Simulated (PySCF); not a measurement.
Process, species as SMILES: S (H2S) + H+ → [SH3+]
B3LYP-D3(BJ)/def2-TZVP geometries, fixed; electronic energies without zero-point terms; positive where energy is released.

Basis-set convergence of the proton affinity at B3LYP with PySCF. All functions are spherical. Density fitting with generated auxiliary sets. No added dispersion term, no relativity. Functions are those of the species that has most. Reference: the value in aug-pcseg-3, 175.23 kcal/mol, itself unsure by roughly 0.05 kcal/mol (its mean distance from aug-cc-pV(Q+d)Z, def2-QZVPPD, pcseg-3). Deviations are taken from unrounded values.

```tsv
basis	functions	proton affinity (kcal/mol)	minus reference (kcal/mol)
6-31G**	33	174.65	-0.59
pcseg-1	33	173.13	-2.11
6-311G**	44	173.95	-1.29
def2-SVPD	51	173.19	-2.04
aug-cc-pV(D+d)Z	59	173.75	-1.49
pcseg-2	76	175.04	-0.20
def2-TZVPP	84	175.57	0.34
6-311++G(3df,3pd)	101	175.06	-0.17
def2-TZVPPD	102	175.06	-0.18
aug-pcseg-2	119	174.83	-0.40
def2-QZVPP	160	175.29	0.06
def2-QZVPPD	178	175.17	-0.07
aug-cc-pV(Q+d)Z	227	175.17	-0.07
```
